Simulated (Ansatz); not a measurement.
Ansatz (an electronic-structure program) input (B3LYP/6-31+G*): The .json file is the Basis Set Exchange's 6-31+G*.

Ansatz 0.2 input:
```yaml
crystal:
  periodic: [false, false, false]
  atoms:
    - {symbol: Na, position_ang: [-0.00000000, -0.00000000, -1.52722632]}
    - {symbol: Na, position_ang: [0.00000000, 0.00000000, 1.52722632]}
basis:
  gaussian:
    orbitals: 6-31+G_.json
hamiltonian:
  xc: {name: B3LYP}
output: {forces: true}
```

From the last part of the output:

```
Functional definition: B3LYP
integrals: 0.01 GiB planned
382 factors; integrals over basis functions are off by at most 1.0e-3 eV
mean field: 0.11 GiB planned
mean field evaluation 1: about -8832.3920 eV, gradient 2.6e0 eV
mean field evaluation 2: about -8832.4555 eV, gradient 8.7e-1 eV
mean field evaluation 4: about -8832.4616 eV, gradient 4.4e-2 eV
mean field evaluation 8: about -8832.4616 eV, gradient 5.2e-5 eV
mean field -8832.46161473 eV, -324.5869774838 hartree, gradient 5.6e-5 eV, S^2 0.000000; 0 other end points of the search recorded, 0 dependent functions left out
the calculation of the forces begins
reference -8832.46180973 eV, -324.5869846500 hartree; 11, 11 occupied and 35, 35 virtual orbitals, 382 factors
Total energy: -8832.46180973 eV, -324.5869846500 hartree
Atom 0 at    -0.000000    -0.000000    -1.527226 Å, force     0.000000     0.000000     0.017638 eV/Å
Atom 1 at     0.000000     0.000000     1.527226 Å, force     0.000000     0.000000    -0.017638 eV/Å
Dipole moment:     0.000000    -0.000000    -0.000000 e Å
```
